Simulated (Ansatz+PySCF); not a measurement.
Results of a calculation; reference values are marked as such.
Input for PySCF 2.14.0:

```python
from pyscf import gto, scf

mol = gto.M(atom="""
B -0.008910 -0.004430 -0.000970
H 0.718520 0.727510 0.730660
H 0.726440 -0.725030 -0.732070
H -0.730360 0.727140 -0.728180
H -0.725640 -0.732510 0.723990
""", basis='def2-svp', charge=-1, spin=0)
mf = scf.UHF(mol)
mf.init_guess = 'atom'
mf.kernel()
while True:  # follow internal instabilities
    mo, _, stable, _ = mf.stability(return_status=True)
    if stable: break
    mf.kernel(mf.make_rdm1(mo, mf.mo_occ))
print(mf.converged, mf.e_tot, mf.spin_square()[0])
```

The script is written out from the run's settings.

The run gave:

- Converged: yes
- Total energy: -26.95464 hartree
- Spin squared of the determinant: 0.000

Caution: no diffuse functions for an anion.
